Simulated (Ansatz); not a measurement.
Born–Oppenheimer molecular dynamics of BH$_{4}$N (6 atoms, charge 0, multiplicity 1). It starts from a relaxed structure.

These are results of RKS PBE/def2-TZVP (Ansatz 0.2.0), not measurements.

```
ensemble                      : NVE (velocity Verlet)
time step                     : 0.5 fs
steps asked                   : 250
starting velocities drawn for : 1500 K
masses                        : H 3.016 u
seed                          : 348372
```

First frame:

```xyz
6
Properties=species:S:1:pos:R:3
B 0.000 0.000 0.064
N 0.000 0.000 1.457
H -0.841 -0.109 2.015
H 0.841 0.109 2.015
H 1.045 0.136 -0.516
H -1.045 -0.136 -0.516
```

**Question.** How far do the bonds stretch over the last three quarters of this one trajectory? (Pairs bonded in most of those frames.)

**Answer.** 
```tsv
bond	mean (Å)	spread (Å)	shortest	longest
B1–N2	1.400	0.031	1.33	1.48
B1–H5	1.216	0.052	1.11	1.31
B1–H6	1.211	0.042	1.12	1.29
N2–H3	1.028	0.052	0.94	1.12
N2–H4	1.022	0.030	0.96	1.09
```

Mean temperature of the second half: 736 K. The conserved energy stayed within 0.43 meV per atom of its start (net change 0.3 meV per atom), so the integration is sound. Over the second half the temperature averaged 0.49 of the 1500 K drawn at the start: a run that starts near a minimum puts about half its kinetic energy into the potential. A run of 0.12 ps of so small a system gives no equilibrium averages.

The run took 2.7 min on 2 threads of Arm Neoverse V1 (shared host), peak memory 0.11 GiB.
